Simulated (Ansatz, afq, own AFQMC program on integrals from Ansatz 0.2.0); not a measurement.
## Breaking O1–H2 in H$_{2}$O, singlet

```yaml
atoms:
  - { symbol: O, position_ang: [-0.3102, 0.2052, -0.1441] }
  - { symbol: H, position_ang: [0.4673, 0.5396, 0.3147] }
  - { symbol: H, position_ang: [-0.1570, -0.7448, -0.1706] }
```

Products: HO (doublet) and H (doublet), each relaxed with PBE0/def2-SVP like the molecule; electronic energies without zero-point terms. Determinants: RHF, UHF and UHF in that order.

Basis def2-TZVP. Noble-gas cores (and the filled d shells of Ga–Kr and In–Xe) are frozen. Ansatz 0.2.0 and our own AFQMC program on the same integrals; the CISD trial comes from CCSD amplitudes, and released means the phaseless constraint is let go. Uncertainties: one standard error, sampling alone. The errors of all members are added in quadrature.

No full CI on the walks' own integrals is used here; CCSDT(Q) serves as the reference and is uncertain by about the last step of the cluster series. Each member takes its own surest rung, up to full CI.

The best estimate is CCSD(T) at the basis-set limit (CBS: def2-TZVPP and def2-QZVPP, with their diffuse functions for anions and beside diffuse sets, CCSD(T) itself extrapolated) plus the step from CCSD(T) to CCSDT(Q) in def2-TZVP. Rows without CBS are in def2-TZVP; B2PLYP and the wave-function rows carry a basis error of their own. Core correlation and relativity beyond core potentials are missing, and ± holds the sampling alone.

```csv
level,bond energy (kcal/mol)
r2SCAN,119.6
MP2,122.7
PBE,122.5
```

From these cheaper values, estimate the bond energy at the level of the best estimate.

125.9 kcal/mol (best estimate, highest rung CCSDT(Q)).

```csv
level,bond energy (kcal/mol),error against the best estimate (kcal/mol)
HF,85.8,-40.1
CCSD,117.9,-8.1
CCSD(T),119.3,-6.7
CCSDT,119.1,-6.8
CCSDT(Q),119.2,-6.7
ph-AFQMC/CISD,119.3 ± 0.08,-6.7 ± 0.08
released AFQMC,119.2 ± 0.1,-6.7 ± 0.1
HF/CBS,87.3,-38.7
MP2/CBS,130.1,4.1
CCSD(T)/CBS,126.0,0.0
PBE0,119.6,-6.3
B3LYP,120.9,-5.1
wB97M-V,122.6,-3.4
B2PLYP,120.8,-5.1
```

Correlation beyond CCSD(T) changes it by less than 2 meV. Going to the basis-set limit adds 6.7 kcal/mol at CCSD(T). The perturbative (T) step is worth +1.4 kcal/mol. The functionals spread over 2.9 kcal/mol; wB97M-V and PBE come nearest and PBE0 is 6.3 kcal/mol too low.

Best estimates are given only where the step beyond CCSD(T) is under 0.3 eV and no member's determinant is very poor (T1 over 0.05, or 0.07 for open shells, ⟨S²⟩ too high by 0.3, two states mixed), so the hardest cases are missing from such tables.

The functionals ran in a triple-zeta set and keep a basis error of their own, a few kJ/mol for each bond in atomization energies and more for double hybrids, so close places among them and the extrapolated levels can swap.

CCSDT and higher add their correlation energy to the determinant of the CCSD(T) run, since their own runs factorise the integrals more tightly (a shift of under 2 meV). Each member of a difference takes its own highest rung, so a best estimate needn't equal the limit plus the step of one row. A walk keeps the symmetry of its determinant, which the program's search chose and which needn't be the lowest solution, so a lower state of the same spin and another symmetry isn't excluded. Released energies are given only where the last usable release times agree within the noise; a slower fall can still hide under it.
